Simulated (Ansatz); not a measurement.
in.yaml

```yaml
crystal:
  periodic: [false, false, false]
  atoms:
    - {symbol: Al, position_ang: [0.000000, 0.000000, 2.440782]}
    - {symbol: Ga, position_ang: [0.000000, 0.000000, -0.252482]}
    - {symbol: C, position_ang: [0.000000, 0.000000, -2.188300]}
basis:
  gaussian: {orbitals: aug-cc-pVDZ}
magnetization: {spin_polarized: false}
hamiltonian: {pseudopotentials: {relativity: scalar}}
correlation: {method: ccsd_t, electrons: valence}
accuracy: high
scf: {lower_state_search: off}
```

```sh
$ ansatz run in.yaml --threads 1 --pin off --events-out ev --progress --plain --max-ram 2393MiB
```

Log:

```
these checks for a lower state are left out or cut short: stability, starts, cluster_reference, orbital_swaps, neighbouring_geometries, increment
1558 factors; integrals over basis functions are off by at most 4.0e-9 eV
mean field evaluation 1: about -60347.7944 eV, gradient 4.7e1 eV
mean field evaluation 2: about -60347.8757 eV, gradient 4.7e1 eV
mean field evaluation 4: about -60356.4081 eV, gradient 1.3e1 eV
mean field evaluation 8: about -60358.0504 eV, gradient 1.3e0 eV
mean field evaluation 16: about -60358.0730 eV, gradient 7.5e-3 eV
mean field evaluation 32: about -60358.0730 eV, gradient 7.1e-7 eV
mean field -60358.07299007 eV, -2218.1182702139 hartree, gradient 2.7e-8 eV, S^2 0.000000; 0 other end points of the search recorded, 0 dependent functions left out
15 core orbitals not correlated: weight in the atoms' cores, before any rotation towards them, 1.000 or more for the frozen orbitals, at most 0.000 for the correlated occupied ones
reference -60358.07299007 eV, -2218.1182702139 hartree; 10, 10 occupied and 61, 61 virtual orbitals, 1558 factors
second order -7.80319893 eV of doubles, -0.00000000 eV of singles
cycle   1  -7.40618112 eV  change    4.0e-1 eV  update   3.2e-1
cycle   2  -8.13342471 eV  change   -7.3e-1 eV  update   2.3e-1
cycle   3  -8.47255793 eV  change   -3.4e-1 eV  update   1.3e-1
cycle   4  -8.71062104 eV  change   -2.4e-1 eV  update   8.6e-2
...
cycle  34  -8.90833811 eV  change    1.3e-8 eV  update   1.7e-8
cycle  35  -8.90833812 eV  change   -7.7e-9 eV  update   1.3e-8
cycle  36  -8.90833812 eV  change    3.0e-9 eV  update   1.1e-8
cycle  37  -8.90833811 eV  change    3.2e-9 eV  update   7.6e-9
cycle  38  -8.90833811 eV  change   -2.4e-9 eV  update   5.9e-9
cycle  39  -8.90833811 eV  change    2.6e-9 eV  update   4.1e-9
cycle  40  -8.90833811 eV  change   -1.5e-9 eV  update   2.8e-9
cycle  41  -8.90833812 eV  change   -2.4e-9 eV  update   1.5e-9
cycle  42  -8.90833812 eV  change   -1.0e-9 eV  update  7.4e-10
cycle  43  -8.90833812 eV  change  -9.3e-10 eV  update  4.2e-10
perturbative correction -1.35748140 eV, -0.0498865212 hartree
Total energy: -60368.33880959 eV, -2218.4955321227 hartree
Relativity: scalar
Checks for a lower state left out: stability, starts, cluster_reference, orbital_swaps, neighbouring_geometries, increment
```

Ran on 1 thread of Arm Neoverse V2, shared host: 9.5 s wall, 0.34 GiB peak host memory.
